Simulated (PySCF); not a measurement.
One ligand Y is varied and pulled off as a radical: Cd(Cl)1–Y. Gas-phase values, no solvent. Multiplicities are imposed; where one is given, others were not computed. Strings in code marks are SMILES. In the def2 sets, heavy atoms carry core potentials. All members: neutral, multiplicity 2. Level: B3LYP-D3(BJ)/def2-TZVP // r2SCAN-D4/def2-SVP (PySCF), beside PBE-D3(BJ)/def2-TZVP // r2SCAN-D4/def2-SVP (PySCF) at the same geometries. B3LYP has the VWN-RPA correlation part, as in Gaussian.  Orbital energies are measured against the vacuum level.

```json
[
 {"species": "`[NH2]`", "highest occupied spin orbital, PBE (eV)": "-7.16", "highest occupied spin orbital, B3LYP-D3(BJ) (eV)": "-8.54"},
 {"species": "`[OH]`", "highest occupied spin orbital, PBE (eV)": "-7.16", "highest occupied spin orbital, B3LYP-D3(BJ) (eV)": "withheld"},
 {"species": "`[SH]`", "highest occupied spin orbital, PBE (eV)": "-6.12", "highest occupied spin orbital, B3LYP-D3(BJ) (eV)": "-7.17"},
 {"species": "`C[O]`", "highest occupied spin orbital, PBE (eV)": "-5.95", "highest occupied spin orbital, B3LYP-D3(BJ) (eV)": "-7.50"},
 {"species": "[Cd(Cl)]", "highest occupied spin orbital, PBE (eV)": "-5.65", "highest occupied spin orbital, B3LYP-D3(BJ) (eV)": "-6.39"},
 {"species": "`C[N]C`", "highest occupied spin orbital, PBE (eV)": "-5.55", "highest occupied spin orbital, B3LYP-D3(BJ) (eV)": "-6.86"},
 {"species": "`[CH3]`", "highest occupied spin orbital, PBE (eV)": "-5.38", "highest occupied spin orbital, B3LYP-D3(BJ) (eV)": "-6.45"}
]
```

Q: Fit y = a + b·x, y being the highest occupied spin orbital at the first level, to the 6 complete rows by least squares, with x = the PBE value in eV. Give a, b and the rms residual, and predict the withheld value.

A: Means of the 6 rows: x̄ = -5.9683, ȳ = -7.1517 eV. Σ(x − x̄)² = 2.0659 and Σ(x − x̄)(y − ȳ) = 2.4281, so b = 1.175 and a = ȳ − b·x̄ = -0.139 eV. The rms residual is 0.242 eV. At x = -7.16 the line gives -8.55 eV. The run for `[OH]` gave -8.84 eV, so the line is off by 0.29 eV, within twice the rms residual.

Codes: PySCF.
